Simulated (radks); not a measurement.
# Cl²⁺ in [Ne] 3s2 3p3: an all-electron calculation

The task here is to estimate one member of a computed series from the others.

The numbers are computed with radks (a radial shooting solver on a logarithmic mesh, Libxc functionals) version 1 (scalar-relativistic Kohn-Sham, PW91, spin-polarised, spherical densities, finite nucleus; open shells are filled with parallel spins first), except any that are marked as measured or tabulated.

## The system

- element: chlorine (Z = 17)
- charge: +2
- electrons: 15
- configuration: [Ne] 3s2 3p3
- nuclear rms radius: 3.3654 fm

Outer shells as boxes (Hund's rule):

Cl²⁺
```
[Ne] core
3s [↑↓]
3p [↑ ][↑ ][↑ ]
```

Set-up of the first run:

Input:

```text
Z 17
configuration [Ne] 3s2 3p3
relativity scalar-relativistic
functional pw91,pw91
spin polarised
nucleus finite rms 3.3654 fm
c 137.035999084
```

Command:

```
$ python run_ks.py task.json out
```

The same process makes all the runs of this session.

One of the session's tables, all rows but one given; the rest of the session is left out.

It belongs to the step «Radial structure». Sizes of the orbitals, from the radial functions (bohr):

| level | <r> | outermost maximum (interpolated) | 90 % within | nodes |
| --- | --- | --- | --- | --- |
| 1s up | 0.09097 | 0.0595 | 0.163 | 0 |
| 1s down | 0.09096 | 0.0595 | 0.162 | 0 |
| 2s up | 0.4440 | 0.361 | 0.695 | 1 |
| 2s down | 0.4437 | 0.362 | 0.694 | 1 |
| 2p up | 0.4063 | 0.301 | 0.675 | 0 |
| 2p down | 0.4061 | 0.301 | 0.674 | 0 |
| 3s up | ? | ? | ? | ? |
| 3s down | 1.448 | 1.24 | 2.17 | 2 |
| 3p up | 1.587 | 1.34 | 2.42 | 1 |
| 3p down | 1.625 | 1.35 | 2.51 | 1 |

Estimate the missing values for 3s up.

As computed: <r>: 1.436; outermost maximum (interpolated): 1.25; 90 % within: 2.14; nodes: 2. In the column «<r>» it lies between 2s up (0.4440) and 3s down (1.448).

Limits of these values: Open shells are spherical and high-spin; term and fine-structure splittings are not resolved.
